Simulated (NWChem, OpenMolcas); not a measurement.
OpenMolcas → NWChem

OpenMolcas 26.06 runs this on BH2Cl (SMILES BCl):

step1.input:
```
>>> EXPORT MOLCAS_PRINT=2
&GATEWAY
BasLib = $CurrDir
Coord
4
angstrom
B       -0.116700       0.021700      -0.075300
Cl       1.365000      -0.395300       0.721200
H       -1.106200      -0.559500       0.240400
H       -0.086600       0.872800      -0.906600
Basis = def2-TZVP
Group = NoSym
&SEWARD
&SCF
PrOrbitals = 1 1
```

```bash
$ export MOLCAS_MEM=1860
$ pymolcas step1.input > step1.log
```

(Basis files named in the input come from the Basis Set Exchange and aren't shown.)

Geometry: relaxed at PBE0-D4/def2-TZVP.

It gives a total energy of -485.390008 Eh.

Translate the job to NWChem 7.3.0 as an input file of the program's own, asking for the gradient.

For example:

a.nw:
```
START a
TITLE "BClH2 hf"
memory 2200 mb
GEOMETRY noautosym nocenter noautoz
  B    -0.116700    0.021700   -0.075300
  Cl    1.365000   -0.395300    0.721200
  H    -1.106200   -0.559500    0.240400
  H    -0.086600    0.872800   -0.906600
END
BASIS spherical bse
  * library def2-TZVP
END
SCF
  thresh 1e-08
  maxiter 80
END
TASK scf gradient
```

```bash
$ nwchem a.nw > a.out
```

Its energy is -485.390008 Eh, the same as the first but for the last digit, at most.
